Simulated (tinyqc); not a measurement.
ROHF in the sto-3g basis, for OH+, spin multiplicity 3, step by step. One step of it, computed by the program tinyqc.

Problem. Iteration 2: DIIS coefficients. Solve [B -1; -1 0][c; lambda] = [0; -1] for the coefficients, which sum to one.

B (overlaps of the stored error matrices):
```
               1              2
1  3.4604239e-01  1.3119525e-01
2  1.3119525e-01  5.3362365e-02
```

Give: DIIS coefficients.

Solution.

DIIS coefficients: -0.5681  1.5681
